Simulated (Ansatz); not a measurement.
C4H8, charge +1, quartet, geometry from GFN2-xTB of the parent state (a state made from the parent by changing its charge; the spin is typed, not shown lowest); HF/STO-3G in Ansatz (a quantum-chemistry and plane-wave program).

Input for Ansatz:
Ansatz 0.2 input:
```yaml
crystal:
  periodic: [false, false, false]
  atoms:
    - {symbol: C, position_ang: [-1.15624507, -0.87916860, -0.04051442]}
    - {symbol: C, position_ang: [-0.01256111, 0.08350426, 0.01189816]}
    - {symbol: C, position_ang: [1.36521109, -0.48911726, -0.09391931]}
    - {symbol: C, position_ang: [-0.22788925, 1.49221281, 0.14524560]}
    - {symbol: H, position_ang: [-1.01654276, -1.68594538, 0.68395579]}
    - {symbol: H, position_ang: [-1.22938198, -1.34750214, -1.02810732]}
    - {symbol: H, position_ang: [-2.09715668, -0.37703551, 0.16949563]}
    - {symbol: H, position_ang: [1.59582270, -1.11669389, 0.77353669]}
    - {symbol: H, position_ang: [2.11067560, 0.29966423, -0.15358709]}
    - {symbol: H, position_ang: [1.45354928, -1.12579148, -0.97865012]}
    - {symbol: H, position_ang: [-0.35123030, 2.13528041, -0.71439919]}
    - {symbol: H, position_ang: [-0.27682982, 1.97343663, 1.11149528]}
basis:
  gaussian:
    orbitals: STO-3G
hamiltonian:
  xc: hf
total_charge: 1
magnetization: {spin_polarized: false, initial_magnetization: 3}
```

Task: What does Ansatz print? Leave out banner, timings and long lists.

Result: 
```
Functional definition: HF
384 factors; integrals over basis functions are off by at most 5.1e-5 eV
mean field evaluation 1: about -4182.9842 eV, gradient 1.2e1 eV
mean field evaluation 2: about -4183.1844 eV, gradient 1.2e1 eV
mean field evaluation 4: about -4184.4143 eV, gradient 1.2e0 eV
mean field evaluation 8: about -4184.4529 eV, gradient 7.7e-4 eV
mean field evaluation 16: about -3921.6122 eV, gradient 1.3e2 eV
mean field evaluation 32: about -4184.4655 eV, gradient 1.9e-6 eV
mean field evaluation 64: about -4184.4604 eV, gradient 3.1e-2 eV
mean field evaluation 96: about -4184.4647 eV, gradient 8.5e-3 eV
mean field evaluation 128: about -4184.2814 eV, gradient 5.5e0 eV
mean field evaluation 160: about -4184.4463 eV, gradient 3.0e-1 eV
mean field -4184.46546720 eV, -153.7762695869 hartree, gradient 1.9e-6 eV, S^2 3.750000; 4 other end points of the search recorded, 0 dependent functions left out
reference -4184.46546720 eV, -153.7762695869 hartree; 17, 14 occupied and 11, 14 virtual orbitals, 384 factors
Total energy: -4184.46546720 eV, -153.7762695869 hartree
```
